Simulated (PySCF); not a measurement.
How the method changes the constants of LiO⁻

State: ³Π (triplet), unpaired electrons σ ↑, π ↑. Set-up: basis Li aug-cc-pVDZ-DK, O aug-cc-pVDZ-DK; spin-free X2C with a Gaussian nucleus; PySCF 2.14. De refers to Li + O⁻ in their high-spin ground configurations, without counterpoise correction. The functionals are run spin-unrestricted. A positive dipole points towards O; it is taken about the centre of mass and depends on that origin.

```csv
Level,Re (Å),ωe (cm⁻¹),De (eV),μ (D)
UHF-MP2,1.747,722,n/a,n/a
UHF-SCS-MP2,1.738,737,n/a,n/a
UHF-CCSD,1.735,738,n/a,n/a
UHF-CCSD(T),1.740,727,n/a,n/a
PBE,1.785,662,2.53,7.41
PBEsol,1.774,675,2.60,7.74
revPBE,1.800,644,2.45,7.44
r²SCAN,1.779,676,2.60,7.44
PBE0,1.766,691,2.61,7.40
MN15,1.775,676,2.75,6.27
ωB97X,1.781,672,2.53,7.91
```

The bond length runs from 1.735 Å (UHF-CCSD) to 1.800 Å (revPBE). De spans 2.45 eV (revPBE, GGA) to 2.75 eV (MN15, hybrid meta-GGA).

Correlated steps freeze 1 core orbital. For an ion De counts to the pair picked by the measured ionisation energies or electron affinities, which need not be the lowest pair at this level. Counting both spins, an empty level lies below a filled one in some of these solutions, because spin and occupation are held. The highest Kohn–Sham level is positive in this anion. Much of that is self-interaction error, but it also means that the finite basis helps to hold the extra electron. The state was picked by a PBE0 search and need not be the measured ground state.
